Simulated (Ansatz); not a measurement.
A made-up structure of HS2O, doublet:

S1  (-1.107, -0.454, 0.707)
O2  (-0.331, 0.845, 0.274)
S3  (0.776, 0.531, -0.481)
H4  (0.662, -0.921, -0.501)
(Å)

It is relaxed with PBE-D4/def2-SVP and then PBE0-D4/def2-TZVP (Ansatz 0.2.0). Atoms count as bonded within 1.22 times the sum of their covalent radii (H–H: 0.88 Å). The end point is not checked to be a true minimum.

Does its bonding change? (Judge from chemistry; the calculation decides.)

The calculation gives: Yes. Formed: none; broken: S1–S3.

Where it ends: The first stage lowers the energy by 3.04 eV in 7 steps. It ends as HS₂O ([S][O][SH]):
```xyz
4
angstrom
S -1.3586 -0.4119 0.8746
O -0.4277 0.7854 0.3287
S 0.9471 0.4858 -0.5983
H 0.8392 -0.8593 -0.6050
```

Labels in which every atom is bracketed show which atoms are joined, not bond orders.

For scale, one of the runs: PBE0-D4/def2-TZVP relaxation, 111 basis functions, launched by `ansatz run in.yaml --threads 2 --pin off --events-out ev --progress --plain --max-ram 4352MiB`. The run took about 13 s on 2 CPU threads of an Intel Xeon 6975P-C (shared host).
